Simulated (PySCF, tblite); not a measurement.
# C4H9O radical: geometry, infrared bands and EPR parameters

Aim: predict the infrared bands and EPR parameters of C4H9O radical (`CC[CH]CO`).

Programs: tblite 0.8.0 and PySCF 2.14.0, with density-fitted response routines of our own. Each step states its level of theory. These are calculated values for one molecule in the gas phase, unless marked as measured. Atoms are numbered from 0 throughout.

**1. The molecule as given**

14 atoms, charge 0, multiplicity 2; geometry from: force field or distance geometry start.

Bonds of the start (Å): C0–C1 1.52, C1–C2 1.52, C2–C3 1.49, C3–O4 1.41, C0–H5 1.11, C0–H6 1.09, C0–H7 1.09, C1–H8 1.08, C1–H9 1.09, C2–H10 1.08, C3–H11 1.08, C3–H12 1.10, O4–H13 0.96.

**2. Relaxing the molecule with GFN2-xTB**

The job: settings as JSON, then the geometry in Å.

```
{"job": {"kind": "relax", "xc": "GFN2-xTB", "basis": "xTB"}, "charge": 0, "multiplicity": 2}
C     -1.714600     0.000300     1.044000
C     -0.777900     0.370300    -0.095700
C      0.663500     0.109600     0.293800
C      1.702000     0.071500    -0.770800
O      1.369800    -0.934100    -1.702700
H     -2.763600     0.191300     0.740900
H     -1.518500     0.601400     1.937700
H     -1.629300    -1.051000     1.315200
H     -0.890200     1.421800    -0.336200
H     -1.045300    -0.219600    -0.968200
H      0.969500     0.340400     1.301400
H      1.786900     1.024700    -1.269600
H      2.668400    -0.183600    -0.313400
H      1.178700    -1.743600    -1.213400
```

Run with:

```bash
OMP_NUM_THREADS=1 python probes_run.py task.json out
```

The driver reads the jobs from task.json and runs them one after another.

**Question.** This job is followed by: GFN2-xTB harmonic vibrations, gas phase; UKS B3LYP, pcH-1 on C H O, non-relativistic, mean-field spin-orbit, GIAO. Predict these results of the whole session: strongest single infrared mode (GFN2-xTB); zero-point energy (GFN2-xTB); g(iso) (B3LYP); ⟨S²⟩; largest a(iso) (averaged by class); potential on the surface of density 0.002 e/bohr³, 1st and 99th percentile.

The runs gave:

```
                                                                  quantity                     value
                                 strongest single infrared mode (GFN2-xTB)      330 cm⁻¹, 132 km/mol
                                              zero-point energy (GFN2-xTB)             74.9 kcal/mol
                                                            g(iso) (B3LYP)                   2.00250
                                                                      ⟨S²⟩        0.754 (exact 0.75)
                                        largest a(iso) (averaged by class)  1H on H11, H12, 97.9 MHz
potential on the surface of density 0.002 e/bohr³, 1st and 99th percentile        -1.65 V and 1.89 V
```

Relaxing lowered the energy by 0.123 eV in 84 steps; the close pair that moved most is C1–C2, from 1.516 to 1.479 Å. No mode is imaginary among the 36: a minimum at this level. The strongest single mode, at 330 cm⁻¹, moves mainly H13. Unscaled tight-binding wavenumbers are off by several per cent, some by more. Its intensities can rank the bands wrongly. Most of the unpaired spin sits on C2 (1.01 e). The isotropic g lies 0.2 ppt above the free-electron value. These values are for one conformer; the search (at its own cheap level) found 2 more, at 0.22, 1.47 kcal/mol, and measured spectra average over such forms.
